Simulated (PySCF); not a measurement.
CF₂ + N₂ → CN₂ + F₂

Level: B3LYP in the def2-TZVP basis family, all electrons, no relativity, computed in PySCF with density fitting; open shells unrestricted.

```csv
species,state and structure,E (Eh),ZPE (kJ/mol),H(298 K) − H(0) (kJ/mol),S° (J/(mol K))
CF₂,"singlet, C2v, C–F 1.304 Å (×2); F–C–F 104.8°",-237.80684,18.0,10.3,240.9
N₂,"singlet, D∞h, N–N 1.091 Å",-109.57326,14.7,8.7,191.5
CN₂,"triplet, D∞h, C–N 1.224 Å (×2)",-147.54960,22.4,10.1,225.3
F₂,"singlet, D∞h, F–F 1.396 Å",-199.59957,6.3,8.8,202.2
```

Question: What is the electronic reaction energy?

Answer: At B3LYP/def2-TZVP, ΔE = 606.3 kJ/mol from the differences of the total energies times 2625.5, uphill. 

Question: Add zero-point, thermal and entropy terms for 298.15 K and 1 bar.

Answer: ΔZPE = -4.0 and Δ[H(298) − H(0)] = -0.1 kJ/mol give ΔH° = 602.2 kJ/mol. ΔS° = -4.9 J/(mol K), so ΔG° = 602.2 − 298.15 × (-0.0049) = 604 kJ/mol.

The structures come from searches over a few start shapes, so lower isomers are not excluded.
